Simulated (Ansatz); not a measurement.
## Ansatz (development build ahead of 0.2.0) run

```yaml
crystal:
  periodic: [false, false, false]
  atoms:
    - { symbol: C, position_ang: [-0.02672, -0.42492, -0.09245] }
    - { symbol: O, position_ang: [-0.01462, -0.42676, 1.18499] }
    - { symbol: "N", position_ang: [0.04844, 0.668, -0.85783] }
    - { symbol: H, position_ang: [0.04993, -1.36023, -0.64199] }
    - { symbol: H, position_ang: [-0.02392, 0.57221, -1.89689] }
    - { symbol: H, position_ang: [-0.04206, 1.61317, -0.40962] }
basis:
  gaussian: { orbitals: def2-TZVP }
hamiltonian:
  xc: hf
correlation:
  method: mp2
  frozen_orbitals: { C: 1, H: 0, "N": 1, O: 1 }
```

The input is written out in the form of the current development build from the run's settings.

The run gave:

```yaml
Converged: yes
Reference_energy: -168.99110 hartree
Correlation_energy: -0.60125 hartree
Total_energy: -169.59236 hartree
Spin_squared_of_the_determinant: 0.000
```
